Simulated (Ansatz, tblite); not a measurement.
Forces on BH2(OH) (BOH3) at its r2SCAN-D4/def2-TZVP geometry. Total charge 0; singlet.

The xTB rows come from tblite.

GFN1-xTB (tblite), largest force 0.53 eV/Å:

```xyz
5
positions Å, forces eV/Å
B    -0.357    0.226   -0.020   -0.161   -0.245   -0.044
H    -1.533    0.075   -0.176    0.285    0.084    0.042
H     0.143    1.305    0.150   -0.116   -0.126   -0.027
O     0.404   -0.891   -0.042    0.024    0.525    0.056
H     1.343   -0.715    0.088   -0.032   -0.237   -0.028
```

GFN2-xTB (tblite), largest force 1.04 eV/Å:

```
B 0.199 -0.450 -0.022
H 0.588 0.071 0.077
H -0.302 -0.389 -0.076
O -0.263 1.002 0.071
H -0.223 -0.233 -0.051
```

PBE-D4/def2-TZVP (Ansatz), largest force 0.42 eV/Å:

```
B -0.063 0.144 0.007
H -0.164 -0.028 -0.023
H 0.062 0.144 0.022
O -0.249 -0.338 -0.064
H 0.414 0.078 0.057
```
